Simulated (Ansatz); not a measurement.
**BHO (singlet): RPA-PBE over a scan of the scale of all distances, 6-31G**

Aim: run BHO (singlet) with these functionals over a scan of the scale of all distances, and hold them against the top wave-function level at the same points.

Method: 6-31G, all electrons in the functionals, frozen cores in the correlation of double hybrids and RPA; program: Ansatz 0.2.0, Gaussian basis.

The runs, in order: RPA-PBE, at 0.868; 1.000; 1.113; 1.316; 1.520; 1.750; 2.022; 2.439.

12 further runs of the same task are left out: 10 that didn't finish, 2 set aside as unsound or not needed.

## Step 1: What is computed

The geometry derives from a PBE0/def2-TZVP stationary point (not a proven minimum). All distances are scaled together.

3 atoms, charge 0, spin multiplicity 1.

Atoms are counted from 1 here; the program's logs count them from 0.

Bond lengths: B1–O2 1.272 Å, O2–H3 0.952 Å. Angles: B1–O2–H3 180.0°.

No dispersion term is added.

The geometry shown and the zero of energy belong to the point 1.000. The yardstick, FCI, and other wave-function levels (R restricted, U unrestricted, valence and pair active spaces) come from earlier runs.

## Step 2: RPA-PBE, 0.868

in.yaml

```yaml
crystal:
  periodic: [false, false, false]
  atoms:
    - {symbol: B, position_ang: [0.000000, 0.000000, 1.011618]}
    - {symbol: O, position_ang: [0.000000, 0.000000, -0.092539]}
    - {symbol: H, position_ang: [0.000000, 0.000000, -0.919079]}
basis:
  gaussian: {orbitals: 6-31G}
hamiltonian: {xc: {name: PBE}}
correlation: {method: rpa, electrons: outside_noble_gas}
```

Started as:

```bash
$ ansatz run in.yaml --threads 1 --pin off --events-out ev --progress --plain --max-ram 2393MiB
```

Log:

```text
Functional definition: PBE
  name "PBE"
  cite "Perdew, Burke & Ernzerhof, Phys. Rev. Lett. 77, 3865 (1996) doi:10.1103/PhysRevLett.77.3865"
  parent pbe
  parameter kappa = 0.804
  parameter beta = 0.06672455060314922
  exchange = pbe_x(kappa = kappa, mu = beta*pi^2/3)
  correlation = pbe_c(beta = beta)
233 factors; integrals over basis functions are off by at most 3.5e-4 eV
mean field evaluation 1: about -2727.5292 eV, gradient 4.9e1 eV
mean field evaluation 2: about -2727.5161 eV, gradient 4.9e1 eV
mean field evaluation 4: about -2731.2806 eV, gradient 1.1e1 eV
mean field evaluation 8: about -2731.6142 eV, gradient 1.2e-2 eV
mean field -2731.61423896 eV, -100.3849717273 hartree, gradient 9.2e-6 eV, S^2 0.000000; 0 other end points of the search recorded, 0 dependent functions left out
2 core orbitals not correlated: weight in the atoms' cores, before any rotation towards them, 1.000 or more for the frozen orbitals, at most 0.000 for the correlated occupied ones
reference -2720.40097056 eV, -99.9728917142 hartree; 5, 5 occupied and 13, 13 virtual orbitals, 233 factors
Total energy: -2727.10990795 eV, -100.2194406155 hartree
```

It took 0.36 s on 1 thread of Arm Neoverse V1, shared host.

## Step 3: RPA-PBE, 1.000

in.yaml

```yaml
crystal:
  periodic: [false, false, false]
  atoms:
    - {symbol: B, position_ang: [0.000000, 0.000000, 1.165459]}
    - {symbol: O, position_ang: [0.000000, 0.000000, -0.106612]}
    - {symbol: H, position_ang: [0.000000, 0.000000, -1.058847]}
basis:
  gaussian: {orbitals: 6-31G}
hamiltonian: {xc: {name: PBE}}
correlation: {method: rpa, electrons: outside_noble_gas}
```

Launched as before.

Log, cut to the lines that bear on the results:

```text
Functional definition: PBE
  name "PBE"
  cite "Perdew, Burke & Ernzerhof, Phys. Rev. Lett. 77, 3865 (1996) doi:10.1103/PhysRevLett.77.3865"
  parent pbe
[...]
233 factors; integrals over basis functions are off by at most 2.6e-4 eV
[...]
mean field -2733.87298670 eV, -100.4679791755 hartree, gradient 5.8e-7 eV, S^2 0.000000; 0 other end points of the search recorded, 0 dependent functions left out
2 core orbitals not correlated: weight in the atoms' cores, before any rotation towards them, 1.000 or more for the frozen orbitals, at most 0.000 for the correlated occupied ones
reference -2722.17929675 eV, -100.0382439961 hartree; 5, 5 occupied and 13, 13 virtual orbitals, 233 factors
Total energy: -2729.52878838 eV, -100.3083328319 hartree
```

Wall time 0.39 s (1 thread of Arm Neoverse V1, shared host).

## Step 4: RPA-PBE, 1.113

in.yaml

```yaml
crystal:
  periodic: [false, false, false]
  atoms:
    - {symbol: B, position_ang: [0.000000, 0.000000, 1.297156]}
    - {symbol: O, position_ang: [0.000000, 0.000000, -0.118659]}
    - {symbol: H, position_ang: [0.000000, 0.000000, -1.178497]}
basis:
  gaussian: {orbitals: 6-31G}
hamiltonian: {xc: {name: PBE}}
correlation: {method: rpa, electrons: outside_noble_gas}
```

The command is unchanged.

Log, cut to the lines that bear on the results:

```text
Functional definition: PBE
  name "PBE"
  cite "Perdew, Burke & Ernzerhof, Phys. Rev. Lett. 77, 3865 (1996) doi:10.1103/PhysRevLett.77.3865"
  parent pbe
[...]
233 factors; integrals over basis functions are off by at most 2.1e-4 eV
[...]
mean field -2733.59486840 eV, -100.4577585164 hartree, gradient 8.8e-6 eV, S^2 0.000000; 0 other end points of the search recorded, 0 dependent functions left out
2 core orbitals not correlated: weight in the atoms' cores, before any rotation towards them, 1.000 or more for the frozen orbitals, at most 0.000 for the correlated occupied ones
reference -2721.42875254 eV, -100.0106620050 hartree; 5, 5 occupied and 13, 13 virtual orbitals, 233 factors
Total energy: -2729.35071542 eV, -100.3017887714 hartree
```

It took 0.33 s on 1 thread of Arm Neoverse V1, shared host.

From 1.000: +4.1 kcal/mol.

## Step 5: RPA-PBE, 1.316

in.yaml

```yaml
crystal:
  periodic: [false, false, false]
  atoms:
    - {symbol: B, position_ang: [0.000000, 0.000000, 1.533744]}
    - {symbol: O, position_ang: [0.000000, 0.000000, -0.140301]}
    - {symbol: H, position_ang: [0.000000, 0.000000, -1.393443]}
basis:
  gaussian: {orbitals: 6-31G}
hamiltonian: {xc: {name: PBE}}
correlation: {method: rpa, electrons: outside_noble_gas}
```

Same command.

Log, cut to the lines that bear on the results:

```text
Functional definition: PBE
  name "PBE"
  cite "Perdew, Burke & Ernzerhof, Phys. Rev. Lett. 77, 3865 (1996) doi:10.1103/PhysRevLett.77.3865"
  parent pbe
[...]
233 factors; integrals over basis functions are off by at most 2.4e-4 eV
[...]
mean field -2731.48636756 eV, -100.3802725399 hartree, gradient 7.5e-6 eV, S^2 0.000000; 0 other end points of the search recorded, 0 dependent functions left out
2 core orbitals not correlated: weight in the atoms' cores, before any rotation towards them, 1.000 or more for the frozen orbitals, at most 0.000 for the correlated occupied ones
reference -2718.44412458 eV, -99.9009789508 hartree; 5, 5 occupied and 13, 13 virtual orbitals, 233 factors
Total energy: -2727.43768915 eV, -100.2314863525 hartree
```

Run time: 0.39 s. Hardware: 1 thread of Arm Neoverse V1, shared host.

From 1.000: +48.2 kcal/mol.

## Step 6: RPA-PBE, 1.520

in.yaml

```yaml
crystal:
  periodic: [false, false, false]
  atoms:
    - {symbol: B, position_ang: [0.000000, 0.000000, 1.771498]}
    - {symbol: O, position_ang: [0.000000, 0.000000, -0.162050]}
    - {symbol: H, position_ang: [0.000000, 0.000000, -1.609447]}
basis:
  gaussian: {orbitals: 6-31G}
magnetization: {spin_polarized: true, initial_magnetization: 0}
hamiltonian: {xc: {name: PBE}}
correlation: {method: rpa, electrons: outside_noble_gas}
```

The command is unchanged.

Log, cut to the lines that bear on the results:

```text
Functional definition: PBE
  name "PBE"
  cite "Perdew, Burke & Ernzerhof, Phys. Rev. Lett. 77, 3865 (1996) doi:10.1103/PhysRevLett.77.3865"
  parent pbe
[...]
233 factors; integrals over basis functions are off by at most 3.2e-4 eV
[...]
mean field -2729.06377307 eV, -100.2912438344 hartree, gradient 8.4e-6 eV, S^2 0.000000; 0 other end points of the search recorded, 0 dependent functions left out
2 core orbitals not correlated: weight in the atoms' cores, before any rotation towards them, 1.000 or more for the frozen orbitals, at most 0.000 for the correlated occupied ones
reference -2715.19990774 eV, -99.7817561807 hartree; 5, 5 occupied and 13, 13 virtual orbitals, 233 factors
Total energy: -2725.28748855 eV, -100.1524679380 hartree
```

Wall time 0.6 s (1 thread of Arm Neoverse V1, shared host).

From the report: ⟨S²⟩ of the determinant 0.000 (pure singlet: 0.00).

From 1.000: +97.8 kcal/mol.

## Step 7: RPA-PBE, 1.750

in.yaml

```yaml
crystal:
  periodic: [false, false, false]
  atoms:
    - {symbol: B, position_ang: [0.000000, 0.000000, 2.039553]}
    - {symbol: O, position_ang: [0.000000, 0.000000, -0.186571]}
    - {symbol: H, position_ang: [0.000000, 0.000000, -1.852982]}
basis:
  gaussian: {orbitals: 6-31G}
magnetization: {spin_polarized: true, initial_magnetization: 0}
hamiltonian: {xc: {name: PBE}}
correlation: {method: rpa, electrons: outside_noble_gas}
```

Same command.

Log, cut to the lines that bear on the results:

```text
Functional definition: PBE
  name "PBE"
  cite "Perdew, Burke & Ernzerhof, Phys. Rev. Lett. 77, 3865 (1996) doi:10.1103/PhysRevLett.77.3865"
  parent pbe
[...]
233 factors; integrals over basis functions are off by at most 2.9e-4 eV
[...]
mean field -2726.72667774 eV, -100.2053571650 hartree, gradient 2.7e-6 eV, S^2 0.000000; 13 other end points of the search recorded, 0 dependent functions left out
2 core orbitals not correlated: weight in the atoms' cores, before any rotation towards them, 1.000 or more for the frozen orbitals, at most 0.000 for the correlated occupied ones
reference -2712.00751343 eV, -99.6644378539 hartree; 5, 5 occupied and 13, 13 virtual orbitals, 233 factors
Total energy: -2723.35988707 eV, -100.0816298901 hartree
```

Wall time 3.4 s (1 thread of Arm Neoverse V1, shared host).

From the report: ⟨S²⟩ of the determinant 0.000 (pure singlet: 0.00).

From 1.000: +142.3 kcal/mol.

## Step 8: RPA-PBE, 2.022

in.yaml

```yaml
crystal:
  periodic: [false, false, false]
  atoms:
    - {symbol: B, position_ang: [0.000000, 0.000000, 2.356558]}
    - {symbol: O, position_ang: [0.000000, 0.000000, -0.215569]}
    - {symbol: H, position_ang: [0.000000, 0.000000, -2.140989]}
basis:
  gaussian: {orbitals: 6-31G}
magnetization: {spin_polarized: true, initial_magnetization: 0}
hamiltonian: {xc: {name: PBE}}
correlation: {method: rpa, electrons: outside_noble_gas}
```

The command is unchanged.

Log, cut to the lines that bear on the results:

```text
Functional definition: PBE
  name "PBE"
  cite "Perdew, Burke & Ernzerhof, Phys. Rev. Lett. 77, 3865 (1996) doi:10.1103/PhysRevLett.77.3865"
  parent pbe
[...]
233 factors; integrals over basis functions are off by at most 3.2e-4 eV
[...]
mean field -2724.95879822 eV, -100.1403887911 hartree, gradient 7.3e-7 eV, S^2 1.186857; 25 other end points of the search recorded, 0 dependent functions left out
2 core orbitals not correlated: weight in the atoms' cores, before any rotation towards them, 1.000 or more for the frozen orbitals, at most 0.000 for the correlated occupied ones
reference -2713.38858194 eV, -99.7151911856 hartree; 5, 5 occupied and 13, 13 virtual orbitals, 233 factors
Total energy: -2721.77818106 eV, -100.0235032664 hartree
```

It took 11 s on 1 thread of Arm Neoverse V1, shared host.

From the report: ⟨S²⟩ of the determinant 1.187 (pure singlet: 0.00). The determinant is far from a pure spin state, so its energy mixes those of several spin states (harmless only where they are near-degenerate, as at dissociation).

From 1.000: +178.7 kcal/mol.

## Step 9: RPA-PBE, 2.439

in.yaml

```yaml
crystal:
  periodic: [false, false, false]
  atoms:
    - {symbol: B, position_ang: [0.000000, 0.000000, 2.842555]}
    - {symbol: O, position_ang: [0.000000, 0.000000, -0.260027]}
    - {symbol: H, position_ang: [0.000000, 0.000000, -2.582528]}
basis:
  gaussian: {orbitals: 6-31G}
magnetization: {spin_polarized: true, initial_magnetization: 0}
hamiltonian: {xc: {name: PBE}}
correlation: {method: rpa, electrons: outside_noble_gas}
```

Same command.

Log, cut to the lines that bear on the results:

```text
Functional definition: PBE
  name "PBE"
  cite "Perdew, Burke & Ernzerhof, Phys. Rev. Lett. 77, 3865 (1996) doi:10.1103/PhysRevLett.77.3865"
  parent pbe
[...]
236 factors; integrals over basis functions are off by at most 2.3e-4 eV
[...]
mean field -2723.97863468 eV, -100.1043684455 hartree, gradient 3.2e-6 eV, S^2 1.486004; 22 other end points of the search recorded, 0 dependent functions left out
2 core orbitals not correlated: weight in the atoms' cores, before any rotation towards them, 1.000 or more for the frozen orbitals, at most 0.000 for the correlated occupied ones
reference -2712.82479700 eV, -99.6944724709 hartree; 5, 5 occupied and 13, 13 virtual orbitals, 236 factors
Total energy: -2721.25648841 eV, -100.0043314150 hartree
```

Wall time 6.5 s (1 thread of Arm Neoverse V1, shared host).

From the report: ⟨S²⟩ of the determinant 1.486 (pure singlet: 0.00). The determinant is far from a pure spin state, so its energy mixes those of several spin states (harmless only where they are near-degenerate, as at dissociation).

From 1.000: +190.8 kcal/mol.

## Step 10: The comparison

The yardstick is full CI for this spin, exact in this basis with these frozen cores. It comes from earlier runs at the same points. Energies in kcal/mol, counted from 1.000; blanks weren't run or aren't comparable.

```csv
level,0.868,1.000,1.113,1.316,1.520,1.750,2.022,2.439
FCI,53.4,0.0,6.2,54.8,109.0,157.4,189.4,204.1
RPA-PBE,55.8,0.0,4.1,48.2,97.8,142.3,178.7,190.8
```

Largest miss and mean time a point (FCI took 3.2 min a point; shared hosts):

```csv
level,largest miss (kcal/mol),where,time a point
RPA-PBE,-15.2,1.750,2.8 s
```

## Step 11: Outcome

```
             quantity                   value
span of the FCI curve          204.1 kcal/mol
largest miss, RPA-PBE  -15.2 kcal/mol (1.750)
```

In words: RPA-PBE strays by up to 15.2 kcal/mol, at 1.750. RPA-PBE clearly breaks the spin symmetry at some points (⟨S²⟩ up to 1.49 above the pure value), so energy there is bought with a mixed spin. Functionals and the yardstick converge differently with the basis, so part of each miss in 6-31G is the basis.
